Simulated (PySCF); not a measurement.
Gas-phase reaction: 4 Al(CH3)Cl2 = 4 AlHCl2 + C4H8 (isobutene)

Method: PySCF energies plus ideal-gas RRHO corrections (1 bar). † marks an energy on the PBE0/def2-TZVP geometry and frequencies; other levels use their own. MP2 and CCSD(T) freeze the core. 6-31G* has spherical d functions here. All species are closed-shell singlets. B3LYP is the form with VWN-RPA correlation. Methyl groups turn as free rotors in Al(CH3)Cl2. Al(CH3)Cl2, AlHCl2: computed as isolated molecules; such fragments, hydroxides, amides, oligomers or adducts are transient or little studied in the gas. MP2 isn't extrapolated to the basis-set limit; its ΔH°(298 K) is 241.9 kJ in def2-SVP and 276.1 kJ in def2-TZVPP. CCSD(T) isn't extrapolated to the basis-set limit. The harmonic model lacks anharmonicity and excited electronic states, which grow with temperature; levels with a mode under 35 cm⁻¹ are left out. Internal rotation in C4H8 (isobutene) is treated as a harmonic vibration of one conformer, which makes the entropy rough.

```tsv
level	ΔE electronic, kJ	ΔH°(298 K), kJ	ΔS°(298 K), J/K	ΔG°(2500 K), kJ
B3LYP/6-31G*	265	241	109	-41
B3LYP/def2-TZVP†	268	247	108	-29
CCSD(T)/def2-SVP†	242	220	108	-55
M06-2X/def2-TZVP†	312	291	108	15
MP2/def2-TZVPP†	298	276	108	0
PBE0/def2-QZVP†	298	277	108	1
PBE0/def2-SVP†	290	269	108	-7
PBE0/def2-TZVP	295	274	108	-2
r2SCAN/def2-TZVP†	303	281	108	6
LDA/def2-TZVP†	311	289	108	14
ωB97M-V/def2-TZVP†	293	271	108	-4
```
ΔH° is lowest at CCSD(T)/def2-SVP† and highest at M06-2X/def2-TZVP†. No reference value is set beside these.
